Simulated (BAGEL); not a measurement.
# CASPT2(5,5)/def2-TZVPPD (density fitting with cc-pvqz-jkfit) run of SiH (SMILES [SiH])

Aim: the vertical doublet–quartet gap of SiH at CASPT2(5,5)/def2-TZVPPD (density fitting with cc-pvqz-jkfit), from 2 runs. 

The results are computed with BAGEL 1.2.2.

9 further runs of the same task are left out: 2 that didn't finish, 7 set aside as unsound or not needed.

## (1) The molecule

SiH: 2 atoms, total charge 0, spin state doublet. As SMILES, `[SiH]`. The coordinates come from a PBE0-D4/def2-TZVP relaxation.

Bond lengths: Si1–H2 1.532 Å.

## (2) A single-point energy at CASPT2(5,5)/def2-TZVPPD (density fitting with cc-pvqz-jkfit)

File calc.json:

```json
{ "bagel": [

{
  "title": "molecule",
  "basis": "def2-tzvppd.json",
  "df_basis": "cc-pvqz-jkfit",
  "angstrom": true,
  "geometry": [
    { "atom": "Si", "xyz": [       0.000000,       0.000000,      -0.007580 ] },
    { "atom": "H", "xyz": [       0.000000,       0.000000,       1.524140 ] }
  ]
},

{ "title": "hf", "charge": 1 },

{ "title": "casscf", "nstate": 1, "nact": 5, "nclosed": 5, "nspin": 1, "maxiter": 200, "natocc": true },

{ "title": "print", "file": "orbitals.molden", "orbitals": true },

{ "title": "smith", "method": "caspt2", "ms": true, "xms": true, "sssr": true, "shift": 0.0, "ncore": 5 }

]}
```

The basis set def2-TZVPPD is read from a file made from the Basis Set Exchange's data (not shown).

The run is started by

```bash
BAGEL_NUM_THREADS=1 BAGEL calc.json > calc.out
```

The log of the run:

```text
* using 1 threads per process

  ===============================================================
  ===============================================================

  *** Geometry ***

  { "atom" : "Si", "xyz" : [      0.000000,      0.000000,     -0.014324 ] },
  { "atom" : "H", "xyz" : [      0.000000,      0.000000,      2.880207 ] },

  Number of auxiliary basis functions:      199

  Since a DF basis is specified, we compute 2- and 3-index integrals:
    o Being stored without compression. Storage requirement is 0.007 GB

  Number of basis functions:       65
  Number of electrons      :       15

    * METHOD: MOLECULE                             0.03

  *** RHF ***

  === Nuclear Repulsion ===
     4.8367070675

      * DIIS with orbital gradients will be used.

  === RHF iteration (def2-tzvppd.json) ===
      0       -289.12471825          0.00998836           0.00
      1       -289.15707257          0.00240847           0.00
      2       -289.15908626          0.00049195           0.00
      3       -289.15917117          0.00008773           0.00
      4       -289.15917583          0.00001507           0.00
      5       -289.15917598          0.00000188           0.00
      6       -289.15917598          0.00000039           0.00
      7       -289.15917598          0.00000005           0.00
      8       -289.15917598          0.00000000           0.00
    * SCF iteration converged.

    * Permanent dipole moment:
           (    0.000000,     0.000000,    -0.108022) a.u.

    * METHOD: HF                                   0.07

  ---------------------------
      CASSCF calculation
  ---------------------------

    * nstate   :      1
    * nclosed  :      5
    * nact     :      5
    * nvirt    :     55
  === CASSCF iteration (def2-tzvppd.json) ===

    * Using the second-order algorithm

      0  0      -289.42717029     1.13e-02      0.00

      1  0      -289.44793445     1.03e-03      0.04

      2  0      -289.45995277     1.87e-03      0.03

      3  0      -289.46325279     6.25e-04      0.04

      4  0      -289.46346891     1.67e-04      0.03

      5  0      -289.46352441     6.37e-05      0.03

      6  0      -289.46354063     3.98e-05      0.03

      7  0      -289.46354530     2.47e-05      0.04

      8  0      -289.46354662     1.43e-05      0.03

      9  0      -289.46354699     7.89e-06      0.03

     10  0      -289.46354709     4.25e-06      0.04

     11  0      -289.46354712     2.26e-06      0.04

     12  0      -289.46354713     1.19e-06      0.04

     13  0      -289.46354713     6.28e-07      0.03

     14  0      -289.46354713     3.30e-07      0.03

     15  0      -289.46354713     1.73e-07      0.03

     16  0      -289.46354713     9.05e-08      0.03

     17  0      -289.46354713     4.74e-08      0.03

     18  0      -289.46354713     2.48e-08      0.03

     19  0      -289.46354713     1.30e-08      0.03

     20  0      -289.46354713     6.80e-09      0.03

    * Second-order optimization converged. *

     guess   0:   closed 11...                open ..1..

  === FCI iteration ===

      0  0      -289.42827346     1.73e-02      0.00
      1  0      -289.46190465     4.50e-03      0.00
      2  0      -289.46350849     6.27e-04      0.00
      3  0      -289.46354514     1.36e-04      0.00
      4  0      -289.46354708     2.26e-05      0.00
      5  0      -289.46354713     5.00e-06      0.00
      6  0      -289.46354713     7.30e-07      0.00
      7  0      -289.46354713     5.90e-08      0.00
      8  0      -289.46354713     9.89e-09      0.00
      9  0      -289.46354713     1.72e-09      0.00
     10  0      -289.46354713     3.18e-10      0.00
     11  0 *    -289.46354713     2.74e-11      0.00

     * ci vector, state   0, <S^2> = 0.7500
       22a..    -0.9755785765
       2.a2.    -0.1810338624
       .2a.2    -0.0833410296

    * METHOD: CASSCF                               0.69

    * METHOD: PRINT                                0.01

  === SMITH program ===

    * freezing 5 orbitals

    * Approximate memory requirement for SMITH calulation per MPI process:
      o Storage requirement for T-amplitude, lambda, and residual is 0.00 GB
      o Storage requirement for MO integrals is 0.00 GB
    * Calculating and saving rdm4f

    * Zeroth order energy : state  0       -2.0133655494

    * CASPT2 iteration is performed using redundant basis

      ---- iteration ----

        0    -0.06529610     0.00497535      0.01
        1    -0.06603876     0.00068560      0.01
        2    -0.06607177     0.00013497      0.01
        3    -0.06607236     0.00001842      0.01
        4    -0.06607238     0.00000429      0.01
        5    -0.06607238     0.00000055      0.01

      -------------------

    * CASPT2 energy : state  0     -289.5296195153
        reference weight              0.9603882402

    * METHOD: SMITH                                0.12

  ===============================================================
```

Wall time 1.1 s (1 thread of Arm Neoverse V2, shared host).

## (3) The quartet at the same level

File calc.json:

```json
{ "bagel" : [

{
  "title" : "molecule",
  "basis" : "def2-tzvppd.json",
  "df_basis" : "cc-pvqz-jkfit",
  "angstrom" : true,
  "geometry" : [
    { "atom" : "Si", "xyz" : [       0.000000,       0.000000,      -0.007580 ] },
    { "atom" : "H", "xyz" : [       0.000000,       0.000000,       1.524140 ] }
  ]
},

{
  "title" : "hf",
  "charge" : 1
},

{
  "title" : "casscf",
  "nstate" : 1,
  "nact" : 5,
  "nclosed" : 5,
  "nspin" : 3,
  "maxiter" : 200,
  "natocc" : true
},

{
  "title" : "print",
  "file" : "orbitals.molden",
  "orbitals" : true
},

{
  "title" : "smith",
  "method" : "caspt2",
  "ms" : true,
  "xms" : true,
  "sssr" : true,
  "shift" : 0.0,
  "ncore" : 5
}

]}
```

The basis set def2-TZVPPD is read from a file made from the Basis Set Exchange's data (not shown).

The run is started by

```bash
BAGEL_NUM_THREADS=1 BAGEL calc.json > calc.out
```

The log of the run:

```text
* using 1 threads per process

  ===============================================================
  ===============================================================

  *** Geometry ***

  { "atom" : "Si", "xyz" : [      0.000000,      0.000000,     -0.014324 ] },
  { "atom" : "H", "xyz" : [      0.000000,      0.000000,      2.880207 ] },

  Number of auxiliary basis functions:      199

  Since a DF basis is specified, we compute 2- and 3-index integrals:
    o Being stored without compression. Storage requirement is 0.007 GB

  Number of basis functions:       65
  Number of electrons      :       15

    * METHOD: MOLECULE                             0.03

  *** RHF ***

  === Nuclear Repulsion ===
     4.8367070675

      * DIIS with orbital gradients will be used.

  === RHF iteration (def2-tzvppd.json) ===
      0       -289.12471825          0.00998836           0.00
      1       -289.15707257          0.00240847           0.00
      2       -289.15908626          0.00049195           0.00
      3       -289.15917117          0.00008773           0.00
      4       -289.15917583          0.00001507           0.00
      5       -289.15917598          0.00000188           0.00
      6       -289.15917598          0.00000039           0.00
      7       -289.15917598          0.00000005           0.00
      8       -289.15917598          0.00000000           0.00
    * SCF iteration converged.

    * Permanent dipole moment:
           (    0.000000,     0.000000,    -0.108022) a.u.

    * METHOD: HF                                   0.07

  ---------------------------
      CASSCF calculation
  ---------------------------

    * nstate   :      1
    * nclosed  :      5
    * nact     :      5
    * nvirt    :     55
  === CASSCF iteration (def2-tzvppd.json) ===

    * Using the second-order algorithm

      0  0      -289.38163959     1.31e-02      0.00

      1  0      -289.39715771     1.01e-03      0.03

      2  0      -289.41191299     1.83e-03      0.03

      3  0      -289.41414525     2.52e-04      0.03

      4  0      -289.41418454     1.12e-04      0.03

      5  0      -289.41418946     4.79e-05      0.03

      6  0      -289.41419023     1.98e-05      0.03

      7  0      -289.41419035     8.07e-06      0.03

      8  0      -289.41419037     3.26e-06      0.03

      9  0      -289.41419037     1.31e-06      0.03

     10  0      -289.41419037     5.29e-07      0.03

     11  0      -289.41419037     2.13e-07      0.03

     12  0      -289.41419037     8.55e-08      0.03

     13  0      -289.41419037     3.44e-08      0.03

     14  0      -289.41419037     1.38e-08      0.03

     15  0      -289.41419037     5.53e-09      0.03

    * Second-order optimization converged. *

     guess   0:   closed 1....                open .111.

  === FCI iteration ===

      0  0      -289.39584474     2.76e-02      0.00
      1  0      -289.41362291     4.58e-03      0.00
      2  0      -289.41418018     5.39e-04      0.00
      3  0      -289.41418942     1.34e-04      0.00
      4  0      -289.41419033     3.90e-05      0.00
      5  0      -289.41419037     4.12e-06      0.00
      6  0      -289.41419037     7.77e-07      0.00
      7  0      -289.41419037     1.38e-08      0.00
      8  0 *    -289.41419037     3.12e-15      0.00

     * ci vector, state   0, <S^2> = 3.7500
       2aaa.     0.9907136256
       .aaa2     0.0777274142
       abaaa    -0.0757107879
       .2aaa    -0.0567598578

    * METHOD: CASSCF                               0.50

    * METHOD: PRINT                                0.01

  === SMITH program ===

    * freezing 5 orbitals

    * Approximate memory requirement for SMITH calulation per MPI process:
      o Storage requirement for T-amplitude, lambda, and residual is 0.00 GB
      o Storage requirement for MO integrals is 0.00 GB
    * Calculating and saving rdm4f

    * Zeroth order energy : state  0       -1.6415202470

    * CASPT2 iteration is performed using redundant basis

      ---- iteration ----

        0    -0.05829548     0.00347195      0.01
        1    -0.05880781     0.00055382      0.01
        2    -0.05883708     0.00011586      0.01
        3    -0.05883770     0.00001787      0.01
        4    -0.05883774     0.00000444      0.01
        5    -0.05883774     0.00000058      0.01

      -------------------

    * CASPT2 energy : state  0     -289.4730281118
        reference weight              0.9600795699

    * METHOD: SMITH                                0.12

  ===============================================================
```

Wall time 0.88 s (1 thread of Arm Neoverse V2, shared host).

## (4) Results

At CASPT2(5,5)/def2-TZVPPD (density fitting with cc-pvqz-jkfit), 5 core orbitals frozen:

```
                                        quantity          value
                           doublet: total energy  -289.52962 Eh
                           quartet: total energy  -289.47303 Eh
vertical energy of the quartet above the doublet       1.540 eV
```

In words: At this shape the quartet lies 1.54 eV (149 kJ/mol) above the doublet.
